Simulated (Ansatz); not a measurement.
C3H5Cl (2-chloropropene): from total energies to a heat of formation

The species is C3H5Cl (9 atoms), meant as a singlet with charge 0. SMILES: `C=C(C)Cl`. The shape is that of a PBE0-D4/def2-TZVP optimisation.

```xyz
9

C    -0.2313    1.3023   -0.4742
C    -0.1905   -0.0196   -0.4273
C     0.3231   -0.8470    0.6955
Cl   -0.7772   -0.9518   -1.7735
H    -0.6216    1.8346   -1.3307
H     0.1354    1.8781    0.3670
H    -0.4598   -1.5077    1.0761
H     1.1481   -1.4807    0.3602
H     0.6737   -0.2081    1.5069
```

Total energies at BLYP/def2-SVP (Ansatz 0.2.0); the atoms run unrestricted:

```tsv
species	state	energy (Eh)
C3H5Cl	singlet	-577.200570
C	triplet	-37.800699
Cl	doublet	-459.986640
H	doublet	-0.496404
```

Harmonic wavenumbers at PBE0-D4/def2-TZVP, in cm⁻¹: 210, 346, 400, 456, 656, 714, 913, 942, 1016, 1067, 1205, 1397, 1427, 1461, 1478, 1723, 3053, 3119, 3147, 3175, 3271.

Measured heats of formation of the gaseous atoms at 298.15 K, in kJ/mol: C 716.9, Cl 121.3, H 218.0. Spin-orbit lowering of the atoms at 298 K (mean of the ground term's levels less their thermal mean, from spectra), in kJ/mol: C 0.02, Cl 3.44. Take 1 Eh = 2625.50 kJ/mol, 1 cm⁻¹ = 0.0119627 kJ/mol, RT = 2.479 kJ/mol.

Work out the heat of formation of the gas at 298 K.


1. Electronic atomisation energy: 3 × (-37.800699) + (-459.986640) + 5 × (-0.496404) − (-577.200570) = 1.329813 Eh = 3491.4 kJ/mol.
2. Zero-point energy: half the sum of the wavenumbers, 15588 cm⁻¹ = 186.5 kJ/mol.
3. Thermal vibrational enthalpy, Σ hcν̃/(exp(hcν̃/kT) − 1): 5.0 kJ/mol. Translation, rotation and pV of a non-linear molecule: 4 RT = 9.9 kJ/mol.
4. The 9 free atoms carry 5/2 RT each: 55.8 kJ/mol.
5. Spin-orbit coupling lowers the free atoms by 3 × 0.02 + 3.44 = 3.5 kJ/mol.
6. Atomisation enthalpy at 298 K: 3491.4 − 3.5 − 186.5 − 5.0 − 9.9 + 55.8 = 3342.3 kJ/mol.
7. Sum of the atoms' heats of formation: 3362.0 kJ/mol. Heat of formation: 3362.0 − 3342.3 = +19.7 kJ/mol.

The tabulated value is -21.0 kJ/mol (CRC Handbook of Chemistry and Physics), so this level is off by +40.7 kJ/mol, or 1.2 % of the atomisation enthalpy that the table implies (3382.9 kJ/mol). Anharmonicity and any spin-orbit splitting of the molecule are left out.
